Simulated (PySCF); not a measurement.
## B: ionisation energy

B [He] 2s2 2p1 (2P) → B⁺ [He] 2s2 (1S), as a difference of total energies. Calculation: PySCF 2.14, in x2c-QZVPPall; scalar relativity by spin-free X2C-1e. Correlated levels: valence: 1s2 frozen; valence and next inner shell: nothing frozen. The calculations carry no spin-orbit coupling.

```json
{"method": "UHF", "ionisation energy (eV)": "8.040", "error (eV)": "-0.257"}
{"method": "LDA", "ionisation energy (eV)": "8.643", "error (eV)": "+0.346"}
{"method": "PBE", "ionisation energy (eV)": "8.669", "error (eV)": "+0.372"}
{"method": "PBE0", "ionisation energy (eV)": "8.644", "error (eV)": "+0.347"}
{"method": "r2SCAN", "ionisation energy (eV)": "8.763", "error (eV)": "+0.466"}
{"method": "wB97M-V", "ionisation energy (eV)": "8.255", "error (eV)": "-0.042"}
{"method": "HSE06", "ionisation energy (eV)": "8.651", "error (eV)": "+0.354"}
{"method": "r2SCAN0", "ionisation energy (eV)": "8.736", "error (eV)": "+0.439"}
{"method": "r2SCANh", "ionisation energy (eV)": "8.752", "error (eV)": "+0.455"}
{"method": "MP2 (valence)", "ionisation energy (eV)": "8.288", "error (eV)": "-0.009"}
{"method": "SCS-MP2 (valence)", "ionisation energy (eV)": "8.258", "error (eV)": "-0.039"}
{"method": "MP2 (valence and next inner shell)", "ionisation energy (eV)": "8.307", "error (eV)": "+0.010"}
{"method": "SCS-MP2 (valence and next inner shell)", "ionisation energy (eV)": "8.271", "error (eV)": "-0.026"}
```

Reference: 8.297 eV (measured; NIST levels, between the centres of gravity of the two terms).

Errors of the correlated levels include the incompleteness of this basis and the frozen core.
